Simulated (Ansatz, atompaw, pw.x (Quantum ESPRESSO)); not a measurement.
O: one change to the PAW (atompaw) potential, in the atom and in the fcc crystal

- Element: oxygen
- Generator: atompaw 4.2.0.5
- Type: PAW
- Functional: LDA (PW92)
- Relativity: scalar-relativistic
- Frozen core: [He]
- Valence charge: 6
- Reference configuration: 2s1.5 2p4.5
- Partial waves: 2s (bound): rc 1.90 bohr; 2s channel at -1.2 Ry: rc 1.90 bohr; 2p (bound): rc 1.90 bohr; 2p channel at -0.4 Ry: rc 1.90 bohr; 3d channel at 0.35 Ry: rc 1.90 bohr; 3d channel at 2.15 Ry: rc 1.85 bohr
- Local potential: bessel scheme, radius 1.40 bohr
- Core correction: smooth core density matched at 1.65 bohr
- Augmentation charge: gaussian compensation charge, radius 1.45 bohr; PAW radius 1.90 bohr; waves and projectors: custom polynom vanderbiltortho

Change: all radii scaled by about 1.25 (s 2.38, p 2.38, d 2.38 bohr); local potential bessel scheme, radius 1.76 bohr; augmentation gaussian compensation charge, radius 1.82 bohr; PAW radius 2.38 bohr; waves and projectors: custom polynom vanderbiltortho; core correction smooth core density matched at 2.06 bohr.

Cutoffs, loose and tight: the cutoffs (Ry, on a coarse ladder) from which the occupation-weighted sum of valence levels, in a spherical-Bessel basis at the reference potential, stays within 10 and 1 mRy of its value at 400 Ry. They see the waves and projectors alone, not the compensation charge or the core.

Crystal test: fcc O in pw.x 7.5, no spin, 18³ k-points, Fermi–Dirac smearing 0.01 Ry, cutoffs set for each file from its atomic test. The reference is all-electron LAPW (Ansatz 0.2.0) with the same functional, mesh and smearing; V0 and B0 come from Birch–Murnaghan fits to the pressures at five volumes. Errors are pseudo minus all-electron; Δ is the rms difference of the E(V) curves that follow from these fits, minima aligned, over ±6 % about the mean V0. Mesh and smearing are coarse, so the numbers serve the comparison and aren't converged zero-temperature values; the lattice is a test structure that the element need not adopt. Spin polarisation is left out.

All-electron: a0 = 3.070 Å (V0 = 7.23 Å³/atom), B0 = 194.3 GPa.

Question: Does the change bring the crystal closer to the all-electron result?

Answer: The mean pressure error goes from +0.25 to +1.13 GPa, so the change moves the solid further from the all-electron pressures. At 80 % of its cutoff the pressure of the base moves by -0.64 GPa.

| quantity | base | changed |
| --- | --- | --- |
| outcome (atom) | generated | generated |
| cutoff, loose (atom) | 21 Ry | 12 Ry |
| cutoff, tight (atom) | 35 Ry | 21 Ry |
| bound ghosts (atom) | none | none |
| cutoffs in pw.x (Ry) | 45/450 | 40/400 |
| a0 (Å) | 3.071 | 3.075 |
| a0 error (%) | +0.04 | +0.18 |
| B0 error (%) | +0.1 | +0.8 |
| Δ (meV/atom) | 0.4 | 1.7 |
| mean pressure error (GPa) | +0.25 | +1.13 |

Changed file: The largest radius (2.38 bohr) exceeds half the bond length (2.05 bohr), so the spheres overlap, which is one possible source of error among others. The atomic cutoffs weigh occupied waves only.
